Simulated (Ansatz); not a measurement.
Reaction (SMILES): C#N (CH-N) → C atom + H atom + N atom
B3LYP-D3(BJ)/def2-TZVP geometries, fixed; electronic energies without zero-point terms.

Energies in hartree at MP2 with Ansatz (an electronic-structure program); the atomisation energy is their sum with the coefficients shown, times 627.509 kcal/mol a hartree. All functions are spherical. Cores are frozen. Open shells are unrestricted. No added dispersion term, no relativity.

| species | coefficient | part | cc-pVDZ | cc-pVTZ | cc-pVQZ |
|---|---|---|---|---|---|
| C#N (CH-N) | -1 | Hartree-Fock | -92.88383 | -92.90894 | -92.91529 |
| C#N (CH-N) | -1 | correlation | -0.28263 | -0.34378 | -0.36610 |
| C atom | +1 | Hartree-Fock | -37.68654 | -37.69157 | -37.69331 |
| C atom | +1 | correlation | -0.05176 | -0.06692 | -0.07206 |
| H atom | +1 | Hartree-Fock | -0.49928 | -0.49981 | -0.49995 |
| N atom | +1 | Hartree-Fock | -54.39111 | -54.40069 | -54.40372 |
| N atom | +1 | correlation | -0.07074 | -0.09593 | -0.10388 |

**Question.** Predict the atomisation energy in cc-pV5Z (X = 5): let each Hartree-Fock step shrink by the ratio of the last two, and fit each correlation energy at X = 3 and 4 to E + A/X^3. Compare with the run.

**Answer.** 
- C#N (CH-N): steps -0.02511 and -0.00635, ratio 0.253, so Hartree-Fock -92.91690 (run: -92.91660); A = (-0.34378 - (-0.36610))/(1/27 - 1/64) = 1.0424, correlation -0.36610 - A/64 + A/125 = -0.37405 (run: -0.37503).
- C atom: steps -0.00503 and -0.00174, ratio 0.346, so Hartree-Fock -37.69391 (run: -37.69368); A = (-0.06692 - (-0.07206))/(1/27 - 1/64) = 0.2401, correlation -0.07206 - A/64 + A/125 = -0.07389 (run: -0.07415).
- H atom: steps -0.00053 and -0.00014, ratio 0.264, so Hartree-Fock -0.49999 (run: -0.49999).
- N atom: steps -0.00958 and -0.00303, ratio 0.316, so Hartree-Fock -54.40468 (run: -54.40444); A = (-0.09593 - (-0.10388))/(1/27 - 1/64) = 0.3713, correlation -0.10388 - A/64 + A/125 = -0.10671 (run: -0.10709).
Predicted 321.14 kcal/mol; the run in cc-pV5Z gives 321.46, a miss of -0.32. Keeping the value in cc-pVQZ, 319.07, would miss by -2.39. All sums are of the energies as printed.
